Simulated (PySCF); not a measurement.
Bond length, frequency and bond energy of AlO⁺ by level of theory

State: ³Π (triplet), unpaired electrons σ ↑, π ↑. Set-up: PySCF, spin-free X2C with a Gaussian nucleus, basis sets Al jorge-DZP-DKH, O jorge-DZP-DKH. De refers to Al⁺ + O in their high-spin ground configurations, without counterpoise correction. The functionals are run spin-unrestricted. A positive dipole points towards O; it is taken about the centre of mass and depends on that origin. Levels whose curve was spin-contaminated or gave no clean fit are not listed.

| Level | Re (Å) | ωe (cm⁻¹) | De (eV) | μ (D) |
| --- | --- | --- | --- | --- |
| UHF-CCSD | 1.795 | 631 | 0.435 | n/a |
| UHF-CCSD(T) | 1.796 | 665 | 0.55 | n/a |
| LDA | 1.780 | 696 | 1.90 | -4.37 |
| PBE | 1.805 | 657 | 1.46 | -4.36 |
| revPBE | 1.814 | 646 | 1.30 | -4.39 |
| r²SCAN | 1.778 | 707 | 1.50 | -4.69 |
| PBE0 | 1.782 | 680 | 1.09 | -4.67 |
| M06-2X | 1.772 | 709 | 0.95 | -4.88 |
| CAM-B3LYP | 1.772 | 696 | 1.05 | -4.71 |

The bond length runs from 1.772 Å (M06-2X) to 1.814 Å (revPBE). De spans 0.44 eV (UHF-CCSD, coupled cluster) to 1.90 eV (LDA, local density).

Correlated steps freeze 6 core orbitals. Correlated levels converge slowly with the basis: in double zeta they bind strong bonds too weakly, by up to about 1 eV, and carry superposition errors of some tenths. For an ion De counts to the pair picked by the measured ionisation energies or electron affinities, which need not be the lowest pair at this level. Counting both spins, an empty level lies below a filled one in some of these solutions, because spin and occupation are held. The state was picked by a PBE0 search and need not be the measured ground state.
